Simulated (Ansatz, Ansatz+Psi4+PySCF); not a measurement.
```xyz
18

O     2.6299   -0.1336    0.0439
O     1.4306    2.2108   -0.0439
O    -1.1993    2.3443    0.0439
O    -2.6299    0.1336   -0.0439
O    -1.4306   -2.2108    0.0439
O     1.1993   -2.3443   -0.0439
H     2.1478    0.7340   -0.0315
H     0.4383    2.2271    0.0315
H    -1.7096    1.4931   -0.0315
H    -2.1478   -0.7340    0.0315
H    -0.4383   -2.2271   -0.0315
H     1.7096   -1.4931    0.0315
H     3.1437   -0.0420    0.8527
H     1.6082    2.7015   -0.8527
H    -1.5354    2.7435    0.8527
H    -3.1437    0.0420   -0.8527
H    -1.6082   -2.7015    0.8527
H     1.5354   -2.7435   -0.8527
```

Basis set: cc-pVTZ (spherical functions). Correlated methods keep 6 orbitals frozen. Charge 0, multiplicity 1.

Computed with Ansatz (development build ahead of 0.2.0); each method stands on the lowest determinant of its kind that the runs found. Restricted open shells among the atoms or ions are ROHF, correlated in semicanonical orbitals with singles.

Q: Give the atomization energy at this shape (free ground-state atoms in the same class of orbitals less the molecule, no zero-point energy) of singlet H₁₂O₆ by RHF-MP2, RHF.

A:

```
 method  atomization energy
RHF-MP2            61.68 eV
    RHF            42.34 eV
```
